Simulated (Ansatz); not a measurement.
Basis-set extrapolation for `[AlH2][S][AlH2]` (PBE0-D4/def2-TZVP geometry, frozen core, Ansatz). Multiplicity 1, RHF reference.

```tsv
	def2-TZVPP	def2-QZVPP
HF	-883.790680	-883.816047
MP2 correlation	-0.335920	-0.364444
CCSD(T) correlation	-0.396187	not run
```

Energies in hartree. Use E(X) = E(∞) + A·exp(−7.88·√X) for Hartree–Fock and E(X) = E(∞) + B·X^(−2.97) for correlation, with X = 3 and 4, and add CCSD(T) minus MP2 of the smaller set to the MP2 limit.

Problem. What is the CCSD(T) energy at the basis-set limit?

Solution. HF limit: -883.816047 + (-0.025367) × 0.13774 = -883.81954. MP2 limit: -0.364444 + (-0.028524) × 0.74074 = -0.38557. Higher-order term: -0.396187 − (-0.335920) = -0.06027. Total: -884.26538 hartree, 2.14 eV below CCSD(T)/def2-TZVPP.
